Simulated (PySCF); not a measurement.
**One shape, several levels: triplet SiH4S**

We compute a comparison of 6 runs (U-r2SCAN/STO-6G, UB2PLYP/STO-6G, UPBE0/STO-6G, USVWN5/STO-6G, NEVPT2(4,4)/STO-6G, ROCCSD(T)/STO-6G) of triplet SiH4S. The job is set up through a Python script.

The results are computed with PySCF 2.14.0.

6 further runs of the same task are left out: 6 set aside as unsound or not needed.

### 1 Starting point

SiH4S: 6 atoms, total charge 0, spin state triplet. As SMILES of the parent species, `[SiH3]S`. The shape is that of a PBE0-D4/def2-TZVP optimisation. That shape belongs to the parent species and isn't relaxed for this state.

Bond lengths: Si1–S2 2.137 Å, Si1–H3 1.485 Å, Si1–H4 1.482 Å, Si1–H5 1.485 Å, S2–H6 1.344 Å. Angles: Si1–S2–H6 94.7°, S2–Si1–H3 111.6°, S2–Si1–H4 104.8°, S2–Si1–H5 111.6°, H3–Si1–H4 110.0°, H3–Si1–H5 108.8°, H4–Si1–H5 110.0°.

### 2 A single-point energy at U-r2SCAN/STO-6G (run 1)

The input, input.xyz:

```xyz
6

Si    -0.169800    -0.263400    -0.436000
S      0.907300    -0.012600     1.392800
H     -1.629800    -0.074300    -0.241600
H      0.108600    -1.658300    -0.852500
H      0.299800     0.681200    -1.481100
H      0.526100     1.263300     1.572300
```

The input, calc.py:

```python
from pyscf import gto, dft

system = gto.Mole()
system.atom = 'input.xyz'
system.spin = 2
system.verbose = 4
system.basis = 'sto-6g'
system.max_memory = 1860
system.charge = 0
system.build()

myscf = dft.UKS(system, xc='r2scan')
myscf.conv_tol = 1e-10
myscf.grids.level = 5
myscf.kernel()
if not myscf.converged:
    myscf = myscf.newton().run(myscf.mo_coeff, myscf.mo_occ)

e_tot = myscf.e_tot
print(f'total energy: {e_tot:.8f} hartree')
```

Run with:

```bash
$ OMP_NUM_THREADS=1 python calc.py
```

Log:

```text
PySCF version 2.14.0

[... 64 lines left out ...]
[... the frontier-level lines of each cycle are left out ...]
[... 11 lines left out ...]
[... 11 lines left out ...]
[... 11 lines left out ...]
[... 11 lines left out ...]
[... 1 line left out ...]
cycle= 10 E= -687.338651242848  delta_E= -1.23e-10  |g|= 2.53e-06  |ddm|= 3.02e-05


cycle= 11 E= -687.33865124286  delta_E= -1.24e-11  |g|= 4.39e-07  |ddm|= 1.56e-05


Extra cycle  E= -687.33865124286  delta_E= 4.55e-13  |g|= 3.87e-07  |ddm|= 6e-06
converged SCF energy = -687.33865124286  <S^2> = 2.0021746  2S+1 = 3.0014494
total energy: -687.33865124 hartree
```

It took 9.3 s on 1 thread of Arm Neoverse V2, shared host; peak memory 0.23 GiB.

### 3 The energy at UB2PLYP/STO-6G (run 2)

The input, geometry.xyz:

```xyz
6
H4SSi
Si    -0.169800    -0.263400    -0.436000
S      0.907300    -0.012600     1.392800
H     -1.629800    -0.074300    -0.241600
H      0.108600    -1.658300    -0.852500
H      0.299800     0.681200    -1.481100
H      0.526100     1.263300     1.572300
```

The input, job.py:

```python
from pyscf import gto, dft, mp

mol = gto.M(
    atom='geometry.xyz',
    basis='sto-6g',
    spin=2,
    verbose=3,
    charge=0,
    max_memory=1860,
)

mf = dft.UKS(mol)
mf.xc = '0.53*HF + 0.47*B88, 0.73*LYP'
mf.conv_tol = 1e-10
mf.grids.level = 5
mf.kernel()
if not mf.converged:
    mf = mf.newton().run(mf.mo_coeff, mf.mo_occ)

pt = mp.MP2(mf, frozen=10).run()
e_tot = mf.e_tot + 0.27 * pt.e_corr
print('PT2 part  %.8f' % (0.27 * pt.e_corr))
print(f'total energy: {e_tot:.8f} hartree')
```

Run with:

```bash
$ OMP_NUM_THREADS=1 python job.py
```

Log:

```text
WARN: HOMO 0.159523768522998 >= LUMO -0.264291297642469

WARN: HOMO 0.105635768259598 >= LUMO 0.0129405104886992

WARN: HOMO 0.0944378216755468 >= LUMO -0.000438708097309282

WARN: HOMO 0.0931824258493497 >= LUMO 0.00782554004658759

WARN: HOMO 0.092370217368656 >= LUMO 0.00683150561662926

WARN: HOMO 0.092596072896857 >= LUMO 0.00701337164734395

WARN: HOMO 0.0924100413412039 >= LUMO 0.00690521608522005

WARN: HOMO 0.0924572919116211 >= LUMO 0.00679147681042541

WARN: HOMO 0.0924752476032973 >= LUMO 0.00666793046086406

WARN: HOMO 0.0924901085927088 >= LUMO 0.00668005074955358

WARN: HOMO 0.0924889586910873 >= LUMO 0.00667729436760667

WARN: HOMO 0.0924891894658052 >= LUMO 0.0066772566479672

WARN: HOMO 0.0924891923741893 >= LUMO 0.00667731315937092

converged SCF energy = -687.017647973856  <S^2> = 2.0040431  2S+1 = 3.0026942
E(UMP2) = -687.08764935142  E_corr = -0.0700013775638308
E(SCS-UMP2) = -687.099424800722  E_corr = -0.0817768268656617
PT2 part  -0.01890037
total energy: -687.03654835 hartree
```

Run time: 6.6 s. Hardware: 1 thread of Arm Neoverse V2, shared host; peak memory 0.22 GiB.

Runs 3 to 5 aren't shown in full; the table further down has their settings and results.

### 4 A single-point energy at ROCCSD(T)/STO-6G (run 6)

The input, job.py:

```python
from pyscf import gto, cc

mol = gto.M(
    atom='''
Si    -0.320875    -0.497754    -0.823921
S      1.714549    -0.023811     2.632011
H     -3.079876    -0.140407    -0.456558
H      0.205224    -3.133733    -1.610992
H      0.566540     1.287281    -2.798873
H      0.994185     2.387291     2.971216
''',
    max_memory=1860,
    verbose=4,
    unit='bohr',
    spin=2,
    basis='sto-6g',
)

hf = mol.ROHF()
hf.conv_tol = 1e-10
hf.kernel()
if not hf.converged:
    hf = hf.newton().run(hf.mo_coeff, hf.mo_occ)

mycc = cc.CCSD(hf, frozen=10)
mycc.kernel()
e_t = mycc.ccsd_t()
e_tot = mycc.e_tot + e_t
print(f'total energy: {e_tot:.8f} hartree')
```

Run with:

```bash
$ OMP_NUM_THREADS=1 python job.py
```

Log:

```text
PySCF version 2.14.0

[... 60 lines left out ...]
converged SCF energy = -686.130386023217
[... 1 line left out ...]
WARN: RCCSD method does not support ROHF method. ROHF object is converted to UHF object and UCCSD method is called.
[... 12 lines left out ...]
Init t2, MP2 energy = -0.0528678328964047
[... 19 lines left out ...]
UCCSD converged
[... 2 lines left out ...]
total energy: -686.21417238 hartree
```

It took 1.1 s on 1 thread of Arm Neoverse V2, shared host; peak memory 0.12 GiB.

### 5 The series

```
run               level  frozen core orbitals  integration grid  energy (Eh)  dipole moment (D) of the reference   ⟨S²⟩  wall time
  1     U-r2SCAN/STO-6G                     –                 5  -687.338651                                1.79  2.002      9.3 s
  2      UB2PLYP/STO-6G                    10                 5  -687.036548                                2.62  2.004      6.6 s
  3        UPBE0/STO-6G                     –                 5  -687.110803                                2.04  2.002      6.6 s
  4       USVWN5/STO-6G                     –                 5  -684.698858                                1.46  2.001      3.9 s
  5  NEVPT2(4,4)/STO-6G                     –                 –  -686.195169                                3.05      –      1.2 s
  6    ROCCSD(T)/STO-6G                    10                 –  -686.214172                                3.05  2.000      1.1 s
```

### 6 Outcome

| quantity | value |
| --- | --- |
| run 6: total energy | -686.21417 Eh |
| run 6: dipole moment (Hartree–Fock density) | 3.05 D |
| run 6: correlation energy (10 core orbitals frozen) | -83.8 mEh |
| run 6: (T) correction | -0.55 mEh |
| run 6: ⟨S²⟩ of the reference determinant | 2.000 |
| run 6: T1 diagnostic | 0.017 |

In words: Over runs 1, 2, 3, 4 the dipole moment (its size) runs from 1.46 D (USVWN5/STO-6G) to 2.62 D (UB2PLYP/STO-6G). A double hybrid's value is that of its SCF part. Totals of different functionals can't be ranked against each other. In runs 1, 2, 3, 4, 5, 6 the basis is minimal, so the values are rough. All runs together took 29 s, the longest 9.3 s.
